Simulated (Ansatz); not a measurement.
A run for Ansatz (a first-principles code): R-HF/def2-TZVPP on methanol (SMILES CO), atoms moved off the minimum.

Ansatz 0.2 input:
```yaml
crystal:
  periodic: [false, false, false]
  atoms:
    - {symbol: C, position_ang: [-0.63132991, 0.19782723, 0.22564860]}
    - {symbol: O, position_ang: [0.71456894, -0.18898224, -0.27555564]}
    - {symbol: H, position_ang: [-0.76051264, 0.08027672, 1.25773210]}
    - {symbol: H, position_ang: [-1.36950139, -0.46886960, -0.35037437]}
    - {symbol: H, position_ang: [-0.80233622, 1.24801569, -0.20686758]}
    - {symbol: H, position_ang: [1.30459022, 0.25692830, 0.21180106]}
basis:
  gaussian:
    orbitals: def2-TZVPP
hamiltonian:
  xc: {name: HF}
scf: {lower_state_search: off}
output: {forces: true}
```

Program output:

```
WARN ansatz: RAYON_NUM_THREADS=1 ignored (pool sized by the plan → 1); use --threads N
Functional definition: HF
these checks for a lower state are left out or cut short: stability, starts, cluster_reference, orbital_swaps, neighbouring_geometries, increment
integrals: 0.02 GiB planned
651 factors; their error is unknown
mean field: 0.18 GiB planned
mean field evaluation 1: about -3129.5819 eV, gradient 3.1e1 eV
mean field evaluation 2: about -3130.8862 eV, gradient 1.8e1 eV
mean field evaluation 4: about -3131.3996 eV, gradient 5.4e-1 eV
mean field evaluation 8: about -3131.4338 eV, gradient 4.1e-1 eV
mean field -3131.43394498 eV, -115.0780749157 hartree, gradient 2.3e-6 eV, S^2 0.000000; 0 other end points of the search recorded, 0 dependent functions left out
the calculation of the forces begins
reference -3131.43394498 eV, -115.0780749157 hartree; 9, 9 occupied and 109, 109 virtual orbitals, 651 factors
Total energy: -3131.43394498 eV, -115.0780749157 hartree
Atom 0 at    -0.631330     0.197827     0.225649 Å, force     0.638654     0.101680    -5.349767 eV/Å
Atom 1 at     0.714569    -0.188982    -0.275556 Å, force    -4.847338    -1.582474    -0.701931 eV/Å
Atom 2 at    -0.760513     0.080277     1.257732 Å, force     0.082440     0.096729     1.233813 eV/Å
Atom 3 at    -1.369501    -0.468870    -0.350374 Å, force     1.362988     1.029804     1.273295 eV/Å
Atom 4 at    -0.802336     1.248016    -0.206868 Å, force    -0.009711    -1.579073     1.482130 eV/Å
Atom 5 at     1.304590     0.256928     0.211801 Å, force     2.772967     1.933333     2.062461 eV/Å
Dipole moment:    -0.129070     0.241510     0.300821 e Å
Checks for a lower state left out: stability, starts, cluster_reference, orbital_swaps, neighbouring_geometries, increment
```

The calculation finished and met its thresholds.

Cost: very roughly 0.7 core-seconds.
